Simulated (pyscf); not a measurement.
PySCF, gas phase, ωB97X-D3(BJ)/def2-SVP geometries.

**Question.** For Cl–CH₂–Zn–Cl (SMILES Cl[CH2][Zn][Cl]) + H• (SMILES [H]) → H₃C–Cl (SMILES CCl) + [Cl–Zn]• (SMILES [Cl][Zn]), a substitution at C (doublet surface; C–Zn broken, C–H formed), PBE/def2-TZVP gives ΔE‡ = 14.7 kcal/mol and ΔE = -36.8 kcal/mol (zero: the separated reactants). In which direction and how far do B3LYP-D3(BJ)/def2-TZVP, M06-2X/def2-TZVP, ωB97M-D3(BJ)/def2-TZVP move these?

**Answer.** B3LYP-D3(BJ): ΔE‡ = 16.8 kcal/mol, ΔE = -41.0 kcal/mol; M06-2X: ΔE‡ = 20.4 kcal/mol, ΔE = -40.9 kcal/mol; ωB97M-D3(BJ): ΔE‡ = 22.7 kcal/mol, ΔE = -38.4 kcal/mol. PBE's barrier lies under all of them, by 2.1 to 8.0 kcal/mol. Its reaction energy lies over all of them, by 1.6 to 4.2 kcal/mol. Low barriers are usual for a GGA, whose delocalisation error favours stretched bonds. On the product side the descent ends in a complex (not fully relaxed), 5.1 kcal/mol under the separated species and 64.5 kcal/mol under the saddle at ωB97X-D3(BJ)/def2-TZVP. Abstraction by the radical was not located in this set and often lies lower. One saddle was located; it need not be the lowest between these sides. The angle at the attacked C is 178°. The term symbol of open-shell Cl–Zn was not checked; spin-orbit terms are left out. Elements up to Kr have no core potential and no relativistic terms here.
